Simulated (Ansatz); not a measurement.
## Worked example: Si–GeH3⁺, triplet against Si–GeH₃, doublet

Geometry (PBE0/def2-TZVP stationary point of a doublet), kept for both states (Si–GeH3, doublet: A''; Si–GeH3⁺, triplet: A''):

```yaml
atoms:
  - { symbol: Si, position_ang: [0.0063, 0.0000, 1.7815] }
  - { symbol: Ge, position_ang: [0.0015, 0.0000, -0.6387] }
  - { symbol: H, position_ang: [-1.5105, 0.0000, -0.9813] }
  - { symbol: H, position_ang: [0.6125, 1.2449, -1.3153] }
  - { symbol: H, position_ang: [0.6125, -1.2449, -1.3153] }
```

Basis cc-pVTZ; Ansatz 0.2.0. Only valence electrons are correlated (noble-gas cores and the filled d shells of p-block atoms frozen). Prefix R: restricted or restricted open-shell reference; prefix U: unrestricted. No spin–orbit coupling is included, and no scalar relativity.

Full CI isn't at hand for all of this; UCCSDT(Q) serves as the reference, and is uncertain by about the last step of the cluster series.

Unrestricted rows (U, and Kohn–Sham where it breaks symmetry) aren't spin-pure: their determinants' ⟨S²⟩ exceeds S(S+1) by up to 0.25, so they mix in states of higher spin.

| level | E(Si–GeH3, doublet) (hartree) | E(Si–GeH3⁺, triplet) (hartree) |
| --- | --- | --- |
| UHF | -2366.016624 | -2365.725427 |
| UMP2 | -2366.208852 | -2365.893798 |
| UCCSD(T) | -2366.264200 | -2365.939946 |
| PBE | -2367.777636 | -2367.454902 |
| r2SCAN | -2368.208155 | -2367.885043 |
| UCCSDT(Q) | -2366.266220 | -2365.941770 |

Question: Give the vertical gap, Si–GeH3⁺ triplet less Si–GeH3 doublet, at each level in eV (1 hartree = 27.2114 eV), and each error against UCCSDT(Q).

Answer: UCCSDT(Q): (-2365.941770 − (-2366.266220)) × 27.2114 = 8.829 eV (the reference)
r2SCAN: (-2367.885043 − (-2368.208155)) × 27.2114 = 8.792 eV, error -0.037 eV
PBE: (-2367.454902 − (-2367.777636)) × 27.2114 = 8.782 eV, error -0.047 eV
UCCSD(T): (-2365.939946 − (-2366.264200)) × 27.2114 = 8.823 eV, error -0.006 eV
UMP2: (-2365.893798 − (-2366.208852)) × 27.2114 = 8.573 eV, error -0.256 eV
UHF: (-2365.725427 − (-2366.016624)) × 27.2114 = 7.924 eV, error -0.905 eV

Total energies of functionals can't be set beside those of wave-function methods, since they hold the core's correlation and their own absolute errors; only the differences compare.

The reference still carries a basis error, for a change of charge of the order of 0.1 eV, so smaller errors of functionals can't be ranked.

Each level lands on the state that its own search finds. T1 diagnostics of restricted CCSD: 0.019 and 0.029.
